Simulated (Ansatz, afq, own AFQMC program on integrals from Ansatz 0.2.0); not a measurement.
BNH2, singlet in cc-pVDZ, levels against CCSDT(Q)

```xyz
4

B     0.0000    0.0000    0.5713
N     0.0000    0.0000   -0.6613
H     0.0000    0.0000    1.7429
H     0.0000    0.0000   -1.6528
```

Connectivity, by distances: BH–NH.

Basis cc-pVDZ. Noble-gas cores (and the filled d shells of Ga–Kr and In–Xe) are frozen. Integrals, coupled cluster, full CI and functionals: Ansatz 0.2.0; the random walks run on the same integrals in our own AFQMC program. ph-AFQMC/CISD is guided by a CISD state made of CCSD amplitudes; releasing the constraint for a short imaginary time cuts its bias at the price of noise, slowly where states lie close. ± is one standard error of the sampling.

Determinant: RHF, the one that the program's search chose, which needn't be the lowest solution. The geometry is a PBE0/def2-TZVP stationary point of this or a neighbouring charge and spin state.

No full CI on the walks' own integrals is used here; CCSDT(Q) serves as the reference and is uncertain by about the last step of the cluster series.

* T1 diagnostic: 0.0176
* weight of the determinant in the CISD state: 0.895
* size of the correlated space: 10 electrons in 36 orbitals

| level | correlation energy (eV) |
| --- | --- |
| MP2 | -6.7838 |
| CCSD | -7.2081 |
| CCSD(T) | -7.4635 |

(1) Estimate where AFQMC with the constraint released lies against CCSD(T) on the same integrals.

(1) 4.2 ± 1.6 kJ/mol below CCSD(T).

Reference: CCSDT(Q), correlation energy -7.502 eV. The released energy is read at 1.62 1/Eh, later times being too noisy (meV from the phaseless value at times in 1/Eh: -27 ± 20 at 0.24, -20 ± 14 at 0.51, -40 ± 16 at 0.99, -30 ± 17 at 1.62, -39 ± 25 at 2.40).

```csv
level,E − E(reference) (kJ/mol),share of correlation (%)
CCSD(T),3.7,99.49
CCSDT,2.2,99.69
ph-AFQMC/HF,7.1 ± 5.7,99.02
ph-AFQMC/CISD,2.4 ± 1.1,99.67
released AFQMC,-0.5 ± 1.6,100.07
```

A walk keeps the symmetry of its determinant, which the program's search chose and which needn't be the lowest solution, so a lower state of the same spin and another symmetry isn't excluded. Released energies are given only where the last usable release times agree within the noise; a slower fall can still hide under it.
